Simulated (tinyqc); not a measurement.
Worked calculation (part 1 of 2): MP2 on RHF in the sto-6g basis, frozen core, for H3O+, spin multiplicity 1. Computed by tinyqc, a small Python program that keeps every step (integrals from PySCF). Settings: charge = 1, multiplicity = 1, basis = sto-6g, method = RHF, frozen orbitals = 1, energy threshold = 1e-10, iteration cap = 79, orthogonalisation = symmetric, start = core, DIIS depth = 6. Command: `OMP_NUM_THREADS=1 python tinyqc.py 29189 29190 out.jsonl` (the two numbers bound the seeds that draw the settings). One thread of a shared host (Intel(R) Xeon(R) Processor @ 2.60GHz), about 0.2 s of CPU time with the checks. Later iterations appear only in the table of the cycle.

## One-electron integrals

Geometry (angstrom):
```
atom,x,y,z
O,0.000000,0.000000,0.373000
H,0.842000,0.000000,0.000000
H,-0.421000,0.730000,0.000000
H,-0.421000,-0.730000,0.000000
```

Basis sto-6g: exponents (1/bohr^2) and contraction coefficients of normalised primitives:
```
element,l (shell),exponent,coefficient
O,s (1),1355.584234,0.009164
O,s (1),248.544885,0.049361
O,s (1),69.533902,0.168538
O,s (1),23.886772,0.370563
O,s (1),9.275933,0.416492
O,s (1),3.820341,0.130334
O,s (2),52.187762,-0.013253
O,s (2),10.329320,-0.046992
O,s (2),3.210345,-0.033785
O,s (2),1.235135,0.250242
O,s (2),0.536420,0.595117
O,s (2),0.245881,0.240706
O,p (3),52.187762,0.003760
O,p (3),10.329320,0.037679
O,p (3),3.210345,0.173897
O,p (3),1.235135,0.418036
O,p (3),0.536420,0.425860
O,p (3),0.245881,0.101708
H,s (1),35.523221,0.009164
H,s (1),6.513144,0.049361
H,s (1),1.822143,0.168538
H,s (1),0.625955,0.370563
H,s (1),0.243077,0.416492
H,s (1),0.100112,0.130334
```

Overlap, kinetic and nuclear-attraction integrals over the contracted functions; the nuclear repulsion is the sum of Za Zb / Rab.

nuclear repulsion = 14.87241580 hartree

overlap S:
```
,1O 1s,1O 2s,1O 2px,1O 2py,1O 2pz,2H 1s,3H 1s,4H 1s
1O 1s,1.000000,0.231145,0.000000,0.000000,0.000000,0.060229,0.060141,0.060141
1O 2s,0.231145,1.000000,0.000000,0.000000,0.000000,0.500835,0.500407,0.500407
1O 2px,0.000000,0.000000,1.000000,0.000000,0.000000,0.370296,-0.184924,-0.184924
1O 2py,0.000000,0.000000,0.000000,1.000000,0.000000,0.000000,0.320651,-0.320651
1O 2pz,0.000000,0.000000,0.000000,0.000000,1.000000,-0.164039,-0.163840,-0.163840
2H 1s,0.060229,0.500835,0.370296,0.000000,-0.164039,1.000000,0.272406,0.272406
3H 1s,0.060141,0.500407,-0.184924,0.320651,-0.163840,0.272406,1.000000,0.271938
4H 1s,0.060141,0.500407,-0.184924,-0.320651,-0.163840,0.272406,0.271938,1.000000
```

kinetic energy T (hartree):
```
,1O 1s,1O 2s,1O 2px,1O 2py,1O 2pz,2H 1s,3H 1s,4H 1s
1O 1s,29.327197,-0.896024,0.000000,0.000000,0.000000,-0.000882,-0.000913,-0.000913
1O 2s,-0.896024,0.842618,0.000000,0.000000,0.000000,0.146334,0.145997,0.145997
1O 2px,0.000000,0.000000,2.531309,0.000000,0.000000,0.283827,-0.141579,-0.141579
1O 2py,0.000000,0.000000,0.000000,2.531309,0.000000,0.000000,0.245494,-0.245494
1O 2pz,0.000000,0.000000,0.000000,0.000000,2.531309,-0.125733,-0.125437,-0.125437
2H 1s,-0.000882,0.146334,0.283827,0.000000,-0.125733,0.768522,0.013186,0.013186
3H 1s,-0.000913,0.145997,-0.141579,0.245494,-0.125437,0.013186,0.768522,0.013058
4H 1s,-0.000913,0.145997,-0.141579,-0.245494,-0.125437,0.013186,0.013058,0.768522
```

nuclear attraction V (hartree):
```
,1O 1s,1O 2s,1O 2px,1O 2py,1O 2pz,2H 1s,3H 1s,4H 1s
1O 1s,-62.981373,-6.549557,-0.000034,0.000000,0.021530,-1.952093,-1.949208,-1.949208
1O 2s,-6.549557,-10.694582,-0.000319,0.000000,0.236077,-4.358478,-4.353802,-4.353802
1O 2px,-0.000034,-0.000319,-10.728798,0.000000,0.000144,-2.887561,1.441487,1.441487
1O 2py,0.000000,0.000000,0.000000,-10.728850,0.000000,0.000000,-2.499720,2.499720
1O 2pz,0.021530,0.236077,0.000144,0.000000,-10.624894,1.359933,1.357935,1.357935
2H 1s,-1.952093,-4.358478,-2.887561,0.000000,1.359933,-6.364730,-1.900504,-1.900504
3H 1s,-1.949208,-4.353802,1.441487,-2.499720,1.357935,-1.900504,-6.361875,-1.897102
4H 1s,-1.949208,-4.353802,1.441487,2.499720,1.357935,-1.900504,-1.897102,-6.361875
```

core Hamiltonian H = T + V (hartree):
```
,1O 1s,1O 2s,1O 2px,1O 2py,1O 2pz,2H 1s,3H 1s,4H 1s
1O 1s,-33.654176,-7.445582,-0.000034,0.000000,0.021530,-1.952975,-1.950120,-1.950120
1O 2s,-7.445582,-9.851963,-0.000319,0.000000,0.236077,-4.212145,-4.207804,-4.207804
1O 2px,-0.000034,-0.000319,-8.197489,0.000000,0.000144,-2.603734,1.299907,1.299907
1O 2py,0.000000,0.000000,0.000000,-8.197542,0.000000,0.000000,-2.254226,2.254226
1O 2pz,0.021530,0.236077,0.000144,0.000000,-8.093585,1.234199,1.232498,1.232498
2H 1s,-1.952975,-4.212145,-2.603734,0.000000,1.234199,-5.596208,-1.887318,-1.887318
3H 1s,-1.950120,-4.207804,1.299907,-2.254226,1.232498,-1.887318,-5.593353,-1.884044
4H 1s,-1.950120,-4.207804,1.299907,2.254226,1.232498,-1.887318,-1.884044,-5.593353
```

## Two-electron integrals

Functions are numbered as in S; the eight-fold symmetry (ij|kl) = (ji|kl) = (kl|ij) leaves the list below.

Two-electron integrals (ij|kl) in chemists' order, unique and non-zero (hartree):
```
i,j,k,l,(ij|kl)
1,1,1,1,4.787491
2,1,1,1,0.675884
2,1,2,1,0.121505
2,2,1,1,1.117379
2,2,2,1,0.249212
2,2,2,2,0.817383
3,1,3,1,0.025762
3,2,3,1,0.039145
3,2,3,2,0.180664
3,3,1,1,1.117381
3,3,2,1,0.249212
3,3,2,2,0.817382
3,3,3,3,0.880663
4,1,4,1,0.025762
4,2,4,1,0.039145
4,2,4,2,0.180664
4,3,4,3,0.047461
4,4,1,1,1.117381
4,4,2,1,0.249212
4,4,2,2,0.817382
4,4,3,3,0.785741
4,4,4,4,0.880663
5,1,5,1,0.025762
5,2,5,1,0.039145
5,2,5,2,0.180664
5,3,5,3,0.047461
5,4,5,4,0.047461
5,5,1,1,1.117381
5,5,2,1,0.249212
5,5,2,2,0.817382
5,5,3,3,0.785741
5,5,4,4,0.785741
5,5,5,5,0.880663
6,1,1,1,0.188194
6,1,2,1,0.032406
6,1,2,2,0.064938
6,1,3,1,0.001442
6,1,3,2,0.002807
6,1,3,3,0.065153
6,1,4,4,0.064796
6,1,5,1,-0.000639
6,1,5,2,-0.001243
6,1,5,3,-0.000158
6,1,5,5,0.064866
6,1,6,1,0.008810
6,2,1,1,0.429267
6,2,2,1,0.096942
6,2,2,2,0.348578
6,2,3,1,0.007033
6,2,3,2,0.050382
6,2,3,3,0.356970
6,2,4,4,0.343012
6,2,5,1,-0.003115
6,2,5,2,-0.022319
6,2,5,3,-0.006184
6,2,5,5,0.345751
6,2,6,1,0.025946
6,2,6,2,0.179911
6,3,1,1,0.271056
6,3,2,1,0.062119
6,3,2,2,0.238240
6,3,3,1,0.015169
6,3,3,2,0.094537
6,3,3,3,0.258180
6,3,4,4,0.227313
6,3,5,1,-0.001790
6,3,5,2,-0.014672
6,3,5,3,-0.008997
6,3,5,5,0.229227
6,3,6,1,0.017449
6,3,6,2,0.149569
6,3,6,3,0.149674
6,4,4,1,0.011129
6,4,4,2,0.061417
6,4,4,3,0.010557
6,4,5,4,-0.004677
6,4,6,4,0.026426
6,5,1,1,-0.120076
6,5,2,1,-0.027518
6,5,2,2,-0.105538
6,5,3,1,-0.001790
6,5,3,2,-0.014672
6,5,3,3,-0.105019
6,5,4,4,-0.100698
6,5,5,1,0.011922
6,5,5,2,0.067916
6,5,5,3,0.012471
6,5,5,5,-0.110899
6,5,6,1,-0.007730
6,5,6,2,-0.066258
6,5,6,3,-0.054598
6,5,6,5,0.050613
6,6,1,1,0.549502
6,6,2,1,0.126372
6,6,2,2,0.516380
6,6,3,1,0.012662
6,6,3,2,0.121056
6,6,3,3,0.547882
6,6,4,4,0.495488
6,6,5,1,-0.005609
6,6,5,2,-0.053627
6,6,5,3,-0.023210
6,6,5,5,0.505769
6,6,6,1,0.034239
6,6,6,2,0.326911
6,6,6,3,0.310945
6,6,6,5,-0.137747
6,6,6,6,0.774999
7,1,1,1,0.187916
7,1,2,1,0.032358
7,1,2,2,0.064844
7,1,3,1,-0.000719
7,1,3,2,-0.001400
7,1,3,3,0.064790
7,1,4,1,0.001248
7,1,4,2,0.002428
7,1,4,3,-0.000154
7,1,4,4,0.064969
7,1,5,1,-0.000637
7,1,5,2,-0.001241
7,1,5,3,0.000079
7,1,5,4,-0.000137
7,1,5,5,0.064771
7,1,6,1,0.008666
7,1,6,2,0.025050
7,1,6,3,0.015631
7,1,6,4,0.000693
7,1,6,5,-0.007455
7,1,6,6,0.032541
7,1,7,1,0.008784
7,2,1,1,0.428805
7,2,2,1,0.096838
7,2,2,2,0.348228
7,2,3,1,-0.003510
7,2,3,2,-0.025154
7,2,3,3,0.346148
7,2,4,1,0.006087
7,2,4,2,0.043615
7,2,4,3,-0.006038
7,2,4,4,0.353136
7,2,5,1,-0.003110
7,2,5,2,-0.022286
7,2,5,3,0.003085
7,2,5,4,-0.005350
7,2,5,5,0.345400
7,2,6,1,0.025060
7,2,6,2,0.148204
7,2,6,3,0.093108
7,2,6,4,0.015407
7,2,6,5,-0.053054
7,2,6,6,0.224188
7,2,7,1,0.025881
7,2,7,2,0.179580
7,3,1,1,-0.135328
7,3,2,1,-0.031014
7,3,2,2,-0.118952
7,3,3,1,0.012122
7,3,3,2,0.069610
7,3,3,3,-0.125253
7,3,4,1,-0.001748
7,3,4,2,-0.014328
7,3,4,3,0.011246
7,3,4,4,-0.117153
7,3,5,1,0.000893
7,3,5,2,0.007321
7,3,5,3,-0.005746
7,3,5,4,0.001868
7,3,5,5,-0.114451
7,3,6,1,-0.007215
7,3,6,2,-0.033200
7,3,6,3,-2.77e-06
7,3,6,4,-0.002766
7,3,6,5,0.011493
7,3,6,6,-0.033076
7,3,7,1,-0.008699
7,3,7,2,-0.074616
7,3,7,3,0.057101
7,4,1,1,0.234654
7,4,2,1,0.053777
7,4,2,2,0.206259
7,4,3,1,-0.001748
7,4,3,2,-0.014328
7,4,3,3,0.198908
7,4,4,1,0.014145
7,4,4,2,0.086191
7,4,4,3,-0.008926
7,4,4,4,0.221415
7,4,5,1,-0.001548
7,4,5,2,-0.012695
7,4,5,3,0.001868
7,4,5,4,-0.007908
7,4,5,5,0.198455
7,4,6,1,0.013898
7,4,6,2,0.088391
7,4,6,3,0.054781
7,4,6,4,0.030005
7,4,6,5,-0.031050
7,4,6,6,0.134314
7,4,7,1,0.015083
7,4,7,2,0.129382
7,4,7,3,-0.053285
7,4,7,4,0.118765
7,5,1,1,-0.119898
7,5,2,1,-0.027478
7,5,2,2,-0.105390
7,5,3,1,0.000893
7,5,3,2,0.007321
7,5,3,3,-0.101634
7,5,4,1,-0.001548
7,5,4,2,-0.012695
7,5,4,3,0.001868
7,5,4,4,-0.103795
7,5,5,1,0.011906
7,5,5,2,0.067833
7,5,5,3,-0.006224
7,5,5,4,0.010793
7,5,5,5,-0.110740
7,5,6,1,-0.007456
7,5,6,2,-0.053039
7,5,6,3,-0.032613
7,5,6,4,-0.005557
7,5,6,5,0.039862
7,5,6,6,-0.088291
7,5,7,1,-0.007707
7,5,7,2,-0.066109
7,5,7,3,0.027226
7,5,7,4,-0.047209
7,5,7,5,0.050493
7,6,1,1,0.178265
7,6,2,1,0.040623
7,6,2,2,0.157080
7,6,3,1,0.001188
7,6,3,2,0.009894
7,6,3,3,0.156930
7,6,4,1,0.002059
7,6,4,2,0.017146
7,6,4,3,0.000463
7,6,4,4,0.157468
7,6,5,1,-0.002105
7,6,5,2,-0.017524
7,6,5,3,-0.001825
7,6,5,4,-0.003161
7,6,5,5,0.156842
7,6,6,1,0.010758
7,6,6,2,0.079918
7,6,6,3,0.061438
7,6,6,4,0.007667
7,6,6,5,-0.033093
7,6,6,6,0.147677
7,6,7,1,0.010742
7,6,7,2,0.079853
7,6,7,3,-0.024053
7,6,7,4,0.057032
7,6,7,5,-0.033056
7,6,7,6,0.042481
7,7,1,1,0.549184
7,7,2,1,0.126300
7,7,2,2,0.516144
7,7,3,1,-0.006321
7,7,3,2,-0.060456
7,7,3,3,0.508336
7,7,4,1,0.010961
7,7,4,2,0.104828
7,7,4,3,-0.022671
7,7,4,4,0.534572
7,7,5,1,-0.005601
7,7,5,2,-0.053563
7,7,5,3,0.011584
7,7,5,4,-0.020086
7,7,5,5,0.505525
7,7,6,1,0.032571
7,7,6,2,0.224313
7,7,6,3,0.132877
7,7,6,4,0.038480
7,7,6,5,-0.088356
7,7,6,6,0.354524
7,7,7,1,0.034169
7,7,7,2,0.326553
7,7,7,3,-0.155237
7,7,7,4,0.269176
7,7,7,5,-0.137538
7,7,7,6,0.147677
7,7,7,7,0.774999
8,1,1,1,0.187916
8,1,2,1,0.032358
8,1,2,2,0.064844
8,1,3,1,-0.000719
8,1,3,2,-0.001400
8,1,3,3,0.064790
8,1,4,1,-0.001248
8,1,4,2,-0.002428
8,1,4,3,0.000154
8,1,4,4,0.064969
8,1,5,1,-0.000637
8,1,5,2,-0.001241
8,1,5,3,0.000079
8,1,5,4,0.000137
8,1,5,5,0.064771
8,1,6,1,0.008666
8,1,6,2,0.025050
8,1,6,3,0.015631
8,1,6,4,-0.000693
8,1,6,5,-0.007455
8,1,6,6,0.032541
8,1,7,1,0.008653
8,1,7,2,0.025022
8,1,7,3,-0.008402
8,1,7,4,0.013185
8,1,7,5,-0.007444
8,1,7,6,0.010453
8,1,7,7,0.032522
8,1,8,1,0.008784
8,2,1,1,0.428805
8,2,2,1,0.096838
8,2,2,2,0.348228
8,2,3,1,-0.003510
8,2,3,2,-0.025154
8,2,3,3,0.346148
8,2,4,1,-0.006087
8,2,4,2,-0.043615
8,2,4,3,0.006038
8,2,4,4,0.353136
8,2,5,1,-0.003110
8,2,5,2,-0.022286
8,2,5,3,0.003085
8,2,5,4,0.005350
8,2,5,5,0.345400
8,2,6,1,0.025060
8,2,6,2,0.148204
8,2,6,3,0.093108
8,2,6,4,-0.015407
8,2,6,5,-0.053054
8,2,6,6,0.224188
8,2,7,1,0.025022
8,2,7,2,0.148036
8,2,7,3,-0.059792
8,2,7,4,0.072907
8,2,7,5,-0.052975
8,2,7,6,0.067113
8,2,7,7,0.224042
8,2,8,1,0.025881
8,2,8,2,0.179580
8,3,1,1,-0.135328
8,3,2,1,-0.031014
8,3,2,2,-0.118952
8,3,3,1,0.012122
8,3,3,2,0.069610
8,3,3,3,-0.125253
8,3,4,1,0.001748
8,3,4,2,0.014328
8,3,4,3,-0.011246
8,3,4,4,-0.117153
8,3,5,1,0.000893
8,3,5,2,0.007321
8,3,5,3,-0.005746
8,3,5,4,-0.001868
8,3,5,5,-0.114451
8,3,6,1,-0.007215
8,3,6,2,-0.033200
8,3,6,3,-2.77e-06
8,3,6,4,0.002766
8,3,6,5,0.011493
8,3,6,6,-0.033076
8,3,7,1,-0.008402
8,3,7,2,-0.059792
8,3,7,3,0.044921
8,3,7,4,-0.028731
8,3,7,5,0.021080
8,3,7,6,-0.019802
8,3,7,7,-0.099571
8,3,8,1,-0.008699
8,3,8,2,-0.074616
8,3,8,3,0.057101
8,4,1,1,-0.234654
8,4,2,1,-0.053777
8,4,2,2,-0.206259
8,4,3,1,0.001748
8,4,3,2,0.014328
8,4,3,3,-0.198908
8,4,4,1,0.014145
8,4,4,2,0.086191
8,4,4,3,-0.008926
8,4,4,4,-0.221415
8,4,5,1,0.001548
8,4,5,2,0.012695
8,4,5,3,-0.001868
8,4,5,4,-0.007908
8,4,5,5,-0.198455
8,4,6,1,-0.013898
8,4,6,2,-0.088391
8,4,6,3,-0.054781
8,4,6,4,0.030005
8,4,6,5,0.031050
8,4,6,6,-0.134314
8,4,7,1,-0.013185
8,4,7,2,-0.072907
8,4,7,3,0.028731
8,4,7,4,-0.015063
8,4,7,5,0.025455
8,4,7,6,-0.034341
8,4,7,7,-0.095811
8,4,8,1,-0.015083
8,4,8,2,-0.129382
8,4,8,3,0.053285
8,4,8,4,0.118765
8,5,1,1,-0.119898
8,5,2,1,-0.027478
8,5,2,2,-0.105390
8,5,3,1,0.000893
8,5,3,2,0.007321
8,5,3,3,-0.101634
8,5,4,1,0.001548
8,5,4,2,0.012695
8,5,4,3,-0.001868
8,5,4,4,-0.103795
8,5,5,1,0.011906
8,5,5,2,0.067833
8,5,5,3,-0.006224
8,5,5,4,-0.010793
8,5,5,5,-0.110740
8,5,6,1,-0.007456
8,5,6,2,-0.053039
8,5,6,3,-0.032613
8,5,6,4,0.005557
8,5,6,5,0.039862
8,5,6,6,-0.088291
8,5,7,1,-0.007444
8,5,7,2,-0.052975
8,5,7,3,0.021080
8,5,7,4,-0.025455
8,5,7,5,0.039805
8,5,7,6,-0.027006
8,5,7,7,-0.088218
8,5,8,1,-0.007707
8,5,8,2,-0.066109
8,5,8,3,0.027226
8,5,8,4,0.047209
8,5,8,5,0.050493
8,6,1,1,0.178265
8,6,2,1,0.040623
8,6,2,2,0.157080
8,6,3,1,0.001188
8,6,3,2,0.009894
8,6,3,3,0.156930
8,6,4,1,-0.002059
8,6,4,2,-0.017146
8,6,4,3,-0.000463
8,6,4,4,0.157468
8,6,5,1,-0.002105
8,6,5,2,-0.017524
8,6,5,3,-0.001825
8,6,5,4,0.003161
8,6,5,5,0.156842
8,6,6,1,0.010758
8,6,6,2,0.079918
8,6,6,3,0.061438
8,6,6,4,-0.007667
8,6,6,5,-0.033093
8,6,6,6,0.147677
8,6,7,1,0.010453
8,6,7,2,0.067113
8,6,7,3,-0.019802
8,6,7,4,0.034341
8,6,7,5,-0.027006
8,6,7,6,0.035993
8,6,7,7,0.104430
8,6,8,1,0.010742
8,6,8,2,0.079853
8,6,8,3,-0.024053
8,6,8,4,-0.057032
8,6,8,5,-0.033056
8,6,8,6,0.042481
8,7,1,1,0.177953
8,7,2,1,0.040552
8,7,2,2,0.156805
8,7,3,1,-0.002371
8,7,3,2,-0.019741
8,7,3,3,0.157451
8,7,4,4,0.156394
8,7,5,1,-0.002100
8,7,5,2,-0.017490
8,7,5,3,0.003639
8,7,5,5,0.156568
8,7,6,1,0.010451
8,7,6,2,0.067069
8,7,6,3,0.039601
8,7,6,5,-0.026997
8,7,6,6,0.104307
8,7,7,1,0.010723
8,7,7,2,0.079700
8,7,7,3,-0.037237
8,7,7,4,0.049278
8,7,7,5,-0.032991
8,7,7,6,0.035936
8,7,7,7,0.147371
8,7,8,1,0.010723
8,7,8,2,0.079700
8,7,8,3,-0.037237
8,7,8,4,-0.049278
8,7,8,5,-0.032991
8,7,8,6,0.035936
8,7,8,7,0.042324
8,8,1,1,0.549184
8,8,2,1,0.126300
8,8,2,2,0.516144
8,8,3,1,-0.006321
8,8,3,2,-0.060456
8,8,3,3,0.508336
8,8,4,1,-0.010961
8,8,4,2,-0.104828
8,8,4,3,0.022671
8,8,4,4,0.534572
8,8,5,1,-0.005601
8,8,5,2,-0.053563
8,8,5,3,0.011584
8,8,5,4,0.020086
8,8,5,5,0.505525
8,8,6,1,0.032571
8,8,6,2,0.224313
8,8,6,3,0.132877
8,8,6,4,-0.038480
8,8,6,5,-0.088356
8,8,6,6,0.354524
8,8,7,1,0.032522
8,8,7,2,0.224042
8,8,7,3,-0.099571
8,8,7,4,0.095811
8,8,7,5,-0.088218
8,8,7,6,0.104430
8,8,7,7,0.354263
8,8,8,1,0.034169
8,8,8,2,0.326553
8,8,8,3,-0.155237
8,8,8,4,-0.269176
8,8,8,5,-0.137538
8,8,8,6,0.147677
8,8,8,7,0.147371
8,8,8,8,0.774999
```

## Orthogonalisation

S = U s U^T; symmetric (Loewdin) form X = U s^(-1/2) U^T, so that X^T S X = 1.

eigenvalues of S: 0.300799  0.390344  0.390615  0.920831  1.061680  1.337096  1.337446  2.261189

X:
```
,1O 1s,1O 2s,1O 2px,1O 2py,1O 2pz,2H 1s,3H 1s,4H 1s
1O 1s,1.023743,-0.148189,-0.000013,0.000000,0.009155,0.018685,0.018676,0.018676
1O 2s,-0.148189,1.374926,0.000257,0.000000,-0.113895,-0.294630,-0.294140,-0.294140
1O 2px,-0.000013,0.000257,1.126781,0.000000,-0.000096,-0.287786,0.143705,0.143705
1O 2py,0.000000,0.000000,0.000000,1.126760,0.000000,0.000000,-0.249024,0.249024
1O 2pz,0.009155,-0.113895,-0.000096,0.000000,1.036639,0.095098,0.094892,0.094892
2H 1s,0.018685,-0.294630,-0.287786,0.000000,0.095098,1.247759,-0.090952,-0.090952
3H 1s,0.018676,-0.294140,0.143705,-0.249024,0.094892,-0.090952,1.247218,-0.090735
4H 1s,0.018676,-0.294140,0.143705,0.249024,0.094892,-0.090952,-0.090735,1.247218
```

## Starting guess

The start is the orbitals of the core Hamiltonian; D = 2 C_occ C_occ^T.

D at the start:
```
,1O 1s,1O 2s,1O 2px,1O 2py,1O 2pz,2H 1s,3H 1s,4H 1s
1O 1s,2.135664,-0.655687,-0.000103,0.000000,0.056683,0.090534,0.090414,0.090414
1O 2s,-0.655687,3.138315,0.000823,0.000000,-0.372556,-0.419397,-0.418739,-0.418739
1O 2px,-0.000103,0.000823,2.446536,0.000000,-0.000338,-0.504509,0.251867,0.251867
1O 2py,0.000000,0.000000,0.000000,2.446498,0.000000,0.000000,-0.436556,0.436556
1O 2pz,0.056683,-0.372556,-0.000338,0.000000,2.131635,0.172493,0.172152,0.172152
2H 1s,0.090534,-0.419397,-0.504509,0.000000,0.172493,0.167254,0.011215,0.011215
3H 1s,0.090414,-0.418739,0.251867,-0.436556,0.172152,0.011215,0.166917,0.011118
4H 1s,0.090414,-0.418739,0.251867,0.436556,0.172152,0.011215,0.011118,0.166917
```

## Iteration 1: building the Fock matrix

J_ij = sum D_kl (ij|kl), K_ij = sum D_kl (ik|jl); F = H + J - 0.5 K; E = tr D H + tr D J / 2 - 0.25 tr D K + E_nn.

Coulomb J (hartree):
```
,1O 1s,1O 2s,1O 2px,1O 2py,1O 2pz,2H 1s,3H 1s,4H 1s
1O 1s,19.061407,3.440699,0.000005,0.000000,-0.003998,0.921634,0.920282,0.920282
1O 2s,3.440699,8.965955,-0.000028,0.000000,0.011660,3.700643,3.696878,3.696878
1O 2px,0.000005,-0.000028,8.964187,0.000000,0.000014,2.471803,-1.234171,-1.234171
1O 2py,0.000000,0.000000,0.000000,8.964190,0.000000,0.000000,2.139985,-2.139985
1O 2pz,-0.003998,0.011660,0.000014,0.000000,8.969484,-1.089016,-1.087473,-1.087473
2H 1s,0.921634,3.700643,2.471803,0.000000,-1.089016,5.233903,1.625798,1.625798
3H 1s,0.920282,3.696878,-1.234171,2.139985,-1.087473,1.625798,5.231418,1.622967
4H 1s,0.920282,3.696878,-1.234171,-2.139985,-1.087473,1.625798,1.622967,5.231418
```

exchange K (hartree):
```
,1O 1s,1O 2s,1O 2px,1O 2py,1O 2pz,2H 1s,3H 1s,4H 1s
1O 1s,9.921050,1.607655,0.000001,0.000000,-0.001020,0.459060,0.458402,0.458402
1O 2s,1.607655,2.868510,-0.000022,0.000000,0.005203,1.039149,1.038003,1.038003
1O 2px,0.000001,-0.000022,2.385464,0.000000,0.000025,0.517734,-0.258495,-0.258495
1O 2py,0.000000,0.000000,0.000000,2.385476,0.000000,0.000000,0.448193,-0.448193
1O 2pz,-0.001020,0.005203,0.000025,0.000000,2.391805,-0.226002,-0.225651,-0.225651
2H 1s,0.459060,1.039149,0.517734,0.000000,-0.226002,0.554601,0.349682,0.349682
3H 1s,0.458402,1.038003,-0.258495,0.448193,-0.225651,0.349682,0.553519,0.349129
4H 1s,0.458402,1.038003,-0.258495,-0.448193,-0.225651,0.349682,0.349129,0.553519
```

Fock matrix F (hartree):
```
,1O 1s,1O 2s,1O 2px,1O 2py,1O 2pz,2H 1s,3H 1s,4H 1s
1O 1s,-19.553294,-4.808710,-0.000029,0.000000,0.018041,-1.260871,-1.259039,-1.259039
1O 2s,-4.808710,-2.320263,-0.000336,0.000000,0.245135,-1.031076,-1.029927,-1.029927
1O 2px,-0.000029,-0.000336,-0.426034,0.000000,0.000146,-0.390798,0.194984,0.194984
1O 2py,0.000000,0.000000,0.000000,-0.426090,0.000000,0.000000,-0.338337,0.338337
1O 2pz,0.018041,0.245135,0.000146,0.000000,-0.320004,0.258184,0.257850,0.257850
2H 1s,-1.260871,-1.031076,-0.390798,0.000000,0.258184,-0.639605,-0.436361,-0.436361
3H 1s,-1.259039,-1.029927,0.194984,-0.338337,0.257850,-0.436361,-0.638694,-0.435642
4H 1s,-1.259039,-1.029927,0.194984,0.338337,0.257850,-0.436361,-0.435642,-0.638694
```

total energy of this density = -73.87895163 hartree
